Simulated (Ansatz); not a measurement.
# CH3OS: the cost of one run

Program: Ansatz 0.2.0, Gaussian basis. Level of theory: PBE0-D4/def2-SVP, unrestricted. These are calculated values, not measurements.

23 further runs of the same task are left out: 1 that didn't finish, 22 set aside as unsound or not needed.

### 1 The starting structure

The first end: 6 atoms, charge 0, spin multiplicity 2.

Atoms are counted from 1 here; the program's logs count them from 0.

Bond lengths: H1–C2 1.142 Å, C2–O3 1.186 Å, C2–H5 1.109 Å, S4–H6 1.345 Å. Angles: H1–C2–O3 122.1°, H1–C2–H5 114.5°, O3–C2–H5 123.4°.

Coordinates:

```xyz
6
CH3OS
H    -0.14230    0.14278    0.20788
C    -0.32508    0.57091   -0.83516
O     0.16712    0.09825   -1.80577
S     0.27157   -0.71222    2.01190
H    -0.99398    1.45508   -0.85874
H     1.02257   -1.55480    1.27989
```

The second end:

```xyz
6
CH3OS
H     1.00967    0.20282    1.60074
C    -0.29011    0.88331   -1.22848
O     0.17527    0.15586   -2.01932
S    -0.04812   -0.61789    1.68746
H    -1.36656    0.89824   -0.91548
H     0.51975   -1.52236    0.87508
```

### 2 The band at PBE0-D4/def2-SVP

neb/in.yaml reads:

```yaml
crystal:
  periodic: [false, false, false]
  atoms:
    - {symbol: H, position_ang: [-0.142295, 0.142782, 0.207876]}
    - {symbol: C, position_ang: [-0.325082, 0.570908, -0.835156]}
    - {symbol: O, position_ang: [0.167121, 0.098255, -1.805775]}
    - {symbol: S, position_ang: [0.271567, -0.712224, 2.011901]}
    - {symbol: H, position_ang: [-0.993984, 1.455077, -0.858740]}
    - {symbol: H, position_ang: [1.022573, -1.554799, 1.279893]}
basis:
  gaussian: {orbitals: def2-SVP}
magnetization: {spin_polarized: true, initial_magnetization: 1}
hamiltonian: {xc: pbe0, dispersion: d4}
neb:
  images: 5
  climbing: true
  max_iterations: 40
  initial_path: idpp
  final_atoms:
    - {symbol: H, position_ang: [1.009670, 0.202820, 1.600740]}
    - {symbol: C, position_ang: [-0.290112, 0.883315, -1.228483]}
    - {symbol: O, position_ang: [0.175265, 0.155860, -2.019317]}
    - {symbol: S, position_ang: [-0.048117, -0.617885, 1.687465]}
    - {symbol: H, position_ang: [-1.366556, 0.898245, -0.915480]}
    - {symbol: H, position_ang: [0.519749, -1.522356, 0.875075]}
```

Launch:

```bash
$ ansatz run in.yaml --threads 2 --pin off --events-out ev --progress --plain --max-ram 4352MiB
```

**Question.** How long does this run take on 2 threads of Arm Neoverse V2, shared host?

About 1.9 min.
